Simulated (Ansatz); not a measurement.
# C₃H₅Cl: small, medium and large basis sets

Aim: see how fast density functionals converge with the basis set for C₃H₅Cl.

Computed with Ansatz 0.2.0, Gaussian basis. Level: one geometry, several basis sets.

The runs, in order: PBE0-D4/def2-SVP; ωB97M-V/def2-SVP; PBE0-D4/def2-QZVPP; ωB97M-V/def2-QZVPP; the functionals' def2-TZVPP values are taken from earlier runs.

### 1 Structure used throughout

All runs share one geometry, relaxed beforehand with PBE0-D4 in a triple-zeta def2 set.

SMILES `C/C=C\Cl`, 9 atoms, charge 0, spin multiplicity 1.

Atoms are counted from 1 here; the program's logs count them from 0.

Bond lengths: C1–C2 1.491 Å, C1–H5 1.094 Å, C1–H6 1.094 Å, C1–H7 1.090 Å, C2–C3 1.324 Å, C2–H8 1.086 Å, C3–Cl4 1.724 Å, C3–H9 1.081 Å. Angles: C2–C1–H5 111.1°, C2–C1–H6 111.0°, C2–C1–H7 111.4°, H5–C1–H6 106.7°, H5–C1–H7 108.3°, H6–C1–H7 108.3°, C1–C2–C3 125.6°, C1–C2–H8 118.6°, C3–C2–H8 115.8°, C2–C3–Cl4 122.8°, C2–C3–H9 123.8°, Cl4–C3–H9 113.4°.

### 2 PBE0-D4 in def2-SVP

Contents of in.yaml:

```yaml
crystal:
  periodic: [false, false, false]
  atoms:
    - {symbol: C, position_ang: [-0.032110, 0.963734, -0.618222]}
    - {symbol: C, position_ang: [0.566177, -0.193845, 0.106879]}
    - {symbol: C, position_ang: [-0.109597, -1.142076, 0.737066]}
    - {symbol: Cl, position_ang: [-1.831574, -1.171197, 0.809167]}
    - {symbol: H, position_ang: [-0.690413, 0.625554, -1.423420]}
    - {symbol: H, position_ang: [-0.643944, 1.573628, 0.052431]}
    - {symbol: H, position_ang: [0.737846, 1.601045, -1.051915]}
    - {symbol: H, position_ang: [1.647916, -0.287199, 0.133625]}
    - {symbol: H, position_ang: [0.355700, -1.969664, 1.254400]}
basis:
  gaussian: {orbitals: def2-SVP}
hamiltonian: {xc: pbe0, dispersion: d4}
output: {orbitals: {seedname: orbitals}}
```

The run is started by

```sh
$ ansatz run in.yaml --threads 4 --pin off --events-out ev --progress --plain --max-ram 10444MiB
```

Further steps of the session: ωB97M-V in def2-SVP; PBE0-D4 in def2-QZVPP; ωB97M-V in def2-QZVPP.

Q: Predict the results of all the runs planned. Wanted: PBE0-D4: double and triple zeta above quadruple; ωB97M-V: double and triple zeta above quadruple.

The runs gave:

| quantity | value |
| --- | --- |
| PBE0-D4: double and triple zeta above quadruple | 8.40, 0.55 eV |
| ωB97M-V: double and triple zeta above quadruple | 8.53, 0.53 eV |

What this shows: PBE0-D4 gains 7.85 eV from double to triple zeta, then 0.55 eV more. These are total energies; as a rule much of such shifts cancels in differences, which this series doesn't test.
